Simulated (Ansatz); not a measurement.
C3H5ClO can be A, `ClCC1CO1`, or B, `C/C=C(\O)Cl`.

Gas-phase electronic energies from Ansatz, PBE0-D4/def2-TZVP geometries. CBS: MP2 limit from def2 TZ/QZ plus the TZ coupled-cluster correction, frozen cores. DFT in def2-TZVPP. B3LYP here is the variant with VWN-RPA as its local correlation; programs differ in this. Each species was taken in one conformer, which may not be the lowest.

(1) Which is lower in electronic energy at CCSD(T)/CBS, and by how much? (An estimate is asked.)

(2) Give E(B) − E(A) in kcal/mol with B3LYP, CCSD(T)/def2-TZVPP, HF/def2-TZVPP, ωB97M-V, B2PLYP, MP2/def2-TZVPP, PBE-D4. (Best estimate.)

Largest T1 diagnostic: 0.011.

Results:

(1) The calculation gave: B, by 16.3 kcal/mol.

(2) The calculation gave: B3LYP -17.9, CCSD(T)/def2-TZVPP -15.5, HF/def2-TZVPP -15.2, ωB97M-V -15.8, B2PLYP -16.9, MP2/def2-TZVPP -15.2, PBE-D4 -16.6. None reverses the order clearly.

From PBE to PBE0 (25 % exact exchange), in def2-TZVPP and without D4, E(B) − E(A) moves by +1.2 kcal/mol.
